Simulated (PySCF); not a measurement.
Compound: C₃H₄FN.
Geometry (PBE0-D3(BJ)/def2-SVP, Å), atoms numbered from 1 in this order:
```
atom  x, y, z in Å
F1    -1.4178    1.0354   -0.8362
C2    -1.0983    0.0786    0.0988
C3     0.2590   -0.4972   -0.1782
C4     1.4714    0.1956    0.2028
N5     1.1964   -0.7299    0.9980
H6    -1.1059    0.5392    1.1015
H7    -1.8722   -0.7070    0.0663
H8     0.3036   -1.2478   -0.9795
H9     2.2324    0.9649    0.0533
```

Linear response at CAM-B3LYP/def2-SVPD (PySCF, frozen core in the response, non-relativistic). The structure is a single PBE0-D3(BJ)/def2-SVP conformer in the gas phase; no vibrational or solvent corrections.

Static isotropic polarisability: 40.74 au (6.04 Å³), principal values 34.9, 39.5, 47.8 au.

(1) What is the polarisability at 1064 nm and at the sodium D line?

(2) What is the isotropic C6 coefficient between two such molecules, C6 = (3/π)∫α(iω)² dω?

(3) Which effective excitation energy ω̄ makes London's formula C6 = (3/4)α²ω̄ exact here?

(4) What does −C6/R⁶ come to at R = 12 Å between centres?

(5) What three-body coefficient follows from the one-pole estimate C9 = (3/4)·α·C6?

(6) The lowest 6 singlets have (eV, f): 5.23, 0.000; 6.99, 0.034; 7.68, 0.000; 8.23, 0.081; 8.40, 0.020; 8.50, 0.034. What share of the static polarisability do they carry in the sum over states α = Σ f/ω²?

(7) How many electrons N does the Slater–Kirkwood formula C6 = (3/4)·√N·α^(3/2) need to give this C6?

Results:

(1) 41.01 au at 1064 nm (+0.7 %), 41.65 au at 589.3 nm (+2.2 %). The rise at 589.3 nm is 3.34 times that at 1064 nm; a pure ω² law gives 3.26. The lowest singlet lies at 237 nm, shorter than both wavelengths.

(2) 776.6 au (Eh·bohr⁶) by a ten-point quadrature over imaginary frequencies, which is 464 eV·Å⁶ or 44.8 J·nm⁶/mol.

(3) ω̄ = 4·C6/(3α²) = 0.624 Eh = 17.0 eV. A one-pole form α(ω) = α/(1 − ω²/ω̄²) fitted to the 1064 nm value gives 14.4 eV. London's choice of the ionisation energy (10.79 eV, ΔSCF at the same level) gives C6 = 494 au, 36 % too low.

(4) -15 J/mol. This is the leading, orientation-averaged term; C8 and higher terms are left out.

(5) 23700 au. This is an estimate from the two numbers above, not a computed integral.

(6) 1.96 au, 4.8 % of α; the largest term, 0.88 au, is that of the state at 8.23 eV. Their oscillator strengths add up to 0.17. Higher states carry the rest.

(7) N = (4·C6/3)²/α³ = 15.9; the species has 38 electrons in all.

On one thread of an x86-64 server, no GPU, shared host, this took 8.1 s of wall time. This is the whole response run at CAM-B3LYP/def2-SVPD, SCF included.
